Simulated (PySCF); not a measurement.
# diethyl ketone: full NMR table

```yaml
Formula: C5H10O
SMILES: CCC(=O)CC
Point_group_of_the_computed_structure: C1
Degrees_of_unsaturation: 1
Carbon_signals: 3
Proton_signals: 2
```

Atoms are numbered as in `[CH3:1][CH2:2][C:3](=[O:4])[CH2:5][CH3:6]` (H(Xn): hydrogen on atom n).

- σ from GIAO-PBE0/pcSseg-1
- geometry from GFN2-xTB
- program: PySCF 2.14.0 with density-fitted response routines
- one computed conformer, averaged over atoms made equivalent by symmetry, fast rotation or ring inversion, isolated molecule, no relativistic terms

Referencing at the same level of theory: ¹H (σref 31.72), ¹³C (σref 186.93) vs TMS; ¹⁷O (σref 336.08) vs H2O.

| carbon | δC, type | δH (multiplicity) | HMBC from (2–3 bonds) | span of the C tensor (ppm) |
| --- | --- | --- | --- | --- |
| C1/C6 | 9.5, CH3 | 1.10 (t) | H(C2)/H(C5) | 12 |
| C2/C5 | 39.7, CH2 | 2.35 (q) | H(C2)/H(C5), H(C1)/H(C6) | 53 |
| C3 | 215.4, C | – | H(C2)/H(C5), H(C1)/H(C6) | 210 |

Other nuclei:
```csv
atoms,nucleus,environment,δ (ppm),σ (ppm)
O4,¹⁷O,ketone oxygen,645.4,-309.3
```

1. Carbon types of the structure: 1 × C, 2 × CH2, 2 × CH3, which accounts for all hydrogens.
2. δC 215.4: ketone carbonyl carbon; the double bond to the heteroatom, with no lone-pair donor beside it, deshields it most.
3. δC 39.7: sp3 CH2 α to a carbonyl; the adjacent C=O deshields it moderately.
4. δC 9.5: methyl carbon; a saturated carbon with 1 carbon neighbour and no heteroatom attached.
5. δH 2.35: hydrogen on an sp3 CH2 α to a carbonyl; α to C=O.
6. δH 1.10: hydrogen on a methyl carbon.

Shifts are as computed. Against solution values, carbons near 30 ppm lie about +3 ppm off and those near 130 ppm about +5 ppm. Of 246 compounds with measured shifts, 49 miss one by over three times the rms of a fit or turn the order of signals round; such compounds aren't used in these exercises. Unscaled 17O shifts of doubly bonded oxygen tend to come out too high, by tens of ppm or more. Experimental scales use liquid or dissolved standards, which lie at an offset from isolated H2O (liquid H2O: subtract about 36 ppm). Multiplicities follow the n + 1 count of equivalent neighbours, as no J values were calculated; m marks all less simple cases, F and P coupling included.
